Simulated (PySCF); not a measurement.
# OH: a composite coupled-cluster curve

Aim: bond length, wavenumber and bond energy of OH near the limit of CCSD(T), built from two basis sets and any small corrections listed.

Computed with PySCF 2.14.0. Level: CCSD(T) on ROHF, no relativity in the base curves; scalar relativity is added as a correction.

1 further run of the same task is left out (set aside as unsound or not needed).

**1. The job**

| Quantity | Value |
| --- | --- |
| molecule | OH |
| state | doublet, unpaired electrons π ↑ |
| smaller basis | H aug-cc-pVTZ, O aug-cc-pVTZ |
| larger basis | H aug-cc-pVQZ, O aug-cc-pVQZ |
| frozen core orbitals | 1 |
| extrapolation | correlation as n⁻³ (n = 3, 4), Hartree–Fock as (n+1)·exp(−9√n) |
| corrections | core–valence correlation, scalar relativity |
| distances (Å) | 0.8606, 0.8998, 0.9389, 0.9780, 1.0171, 1.0660, 1.1149 |
| masses (u) | 1.0078, 15.9949 |
| dissociation limit | H + O |

Command:

```
$ OMP_NUM_THREADS=4 python comp.py task.json out
```

**2. Coupled cluster at each distance**

Q: Predict the outcome of this session. Wanted: for each run, Re; ωe; ωexe; αe; De.

As calculated:

| level | Re (Å) | ωe (cm⁻¹) | ωexe (cm⁻¹) | αe (cm⁻¹) | De (eV) |
| --- | --- | --- | --- | --- | --- |
| CCSD(T)/aug-cc-pVTZ(-PP) | 0.9733 | 3718.2 | 82.4 | 0.708 | 4.541 |
| CCSD(T)/aug-cc-pVQZ(-PP) | 0.9706 | 3739.0 | 84.5 | 0.719 | 4.608 |
| HF/CBS | 0.9495 | 4055.8 | 74.9 | 0.657 | 3.021 |
| MP2/CBS | 0.9661 | 3816.9 | 79.7 | 0.692 | 4.682 |
| CCSD/CBS | 0.9668 | 3791.2 | 83.9 | 0.713 | 4.580 |
| CCSD(T)/CBS | 0.9696 | 3749.3 | 85.5 | 0.723 | 4.653 |
| CCSD(T)/CBS+CV | 0.9689 | 3754.4 | 85.6 | 0.724 | 4.660 |
| CCSD(T)/CBS+CV+SR | 0.9689 | 3751.9 | 85.6 | 0.725 | 4.654 |

What this shows: The last step gives Re = 0.9689 Å, ωe = 3751.9 cm⁻¹ and De = 4.654 eV; the smaller basis alone is off from it by +4.4 mÅ and -0.11 eV. Near the minimum the mean field binds by 3.00 eV and correlation adds 1.65 eV of binding. T1 is 0.015. Spin–orbit coupling and excitations beyond (T) are left out.
